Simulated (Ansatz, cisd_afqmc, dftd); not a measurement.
System: BCl3, charge 0, singlet. BCl3 (trichloroborane, SMILES ClB(Cl)Cl).
B3LYP-D3(BJ)/def2-TZVP minimum from Ansatz (a program for electronic structure):
```xyz
4

B      0.0000     0.0000     0.0000
Cl     0.0051     1.7450    -0.0247
Cl     1.5085    -0.8773    -0.0189
Cl    -1.5136    -0.8677     0.0437
```

Wanted: atomisation energy (electronic, to ground-state atoms), in kcal/mol. Radicals and triplets start from unrestricted determinants; spin-orbit coupling is neglected. Cores are frozen in correlated methods. Rows without X2C or -DK are non-relativistic. The Monte Carlo rows (phaseless AFQMC, CISD trial, step 0.005/hartree) carry one-sigma bars that omit the constraint's bias. Outlying blocks are dropped, and bars are widened where a walk drifts. Over all cases where full CI ran beside it in this data, AFQMC minus full CI had a median of +0.1 mEh and passed +0.4 mEh in a tenth of the cases. CBS(X,Y): correlation extrapolated as X^-3, Hartree-Fock from the larger set (Q,5: extrapolated as (X+1)exp(-9√X)). A bracket is a step between two methods taken in the basis named. Functionals run without relativity, which enters their misses. Double hybrids freeze cores in their MP2 part. 'core' is core correlation in cc-pwCVTZ (1s frozen past Ne), 'X2C' scalar relativity in cc-pVTZ-DK, both at CCSD(T). For partners of very few electrons the exact lower level stands in for a higher one.

| level | program | atomisation energy (kcal/mol) | difference against the last row |
|---|---|---|---|
| HF/cc-pV(T+d)Z | Ansatz | 244.3 | -81.3 |
| HF/CBS(cc-pV(Q+d)Z,cc-pV(5+d)Z) | Ansatz | 244.6 | -81.0 |
| PBE-D3(BJ)/def2-TZVPD | Ansatz + dftd3 | 338.6 | 13.0 |
| r2SCAN-D4/def2-TZVPD | Ansatz + dftd4 | 333.1 | 7.5 |
| B3LYP/def2-TZVPD | Ansatz | 313.9 | -11.7 |
| r2SCANh-D4/def2-TZVPD | Ansatz + dftd4 | 330.1 | 4.5 |
| B2PLYP-D3(BJ)/def2-TZVPD | Ansatz + dftd3 | 321.7 | -3.9 |
| B2GP-PLYP-D4/def2-TZVPD | Ansatz + dftd4 | 321.7 | -3.9 |
| MP2/CBS(cc-pV(T+d)Z,cc-pV(Q+d)Z) | Ansatz | 343.7 | 18.1 |
| MP2/CBS(cc-pV(Q+d)Z,cc-pV(5+d)Z) | Ansatz | 344.7 | 19.1 |
| CCSD(T)/CBS(cc-pV(T+d)Z,cc-pV(Q+d)Z) | Ansatz | 323.7 | -1.9 |
| AFQMC/CISD/cc-pV(T+d)Z | cisd_afqmc | 312.9 ± 0.3 | -12.7 |
| AFQMC/CISD/cc-pV(Q+d)Z | cisd_afqmc | 319.8 ± 0.4 | -5.8 |
| CCSD(T)/CBS(cc-pV(Q+d)Z,cc-pV(5+d)Z) + [AFQMC/CISD - CCSD(T)]/cc-pV(Q+d)Z + core + X2C | Ansatz + cisd_afqmc | 326.4 ± 0.4 | 0.8 |
| CCSD(T)/CBS(cc-pV(Q+d)Z,cc-pV(5+d)Z) + [CCSDT(Q) - CCSD(T)]/cc-pV(D+d)Z + core + X2C | Ansatz | 325.6 | 0.0 |
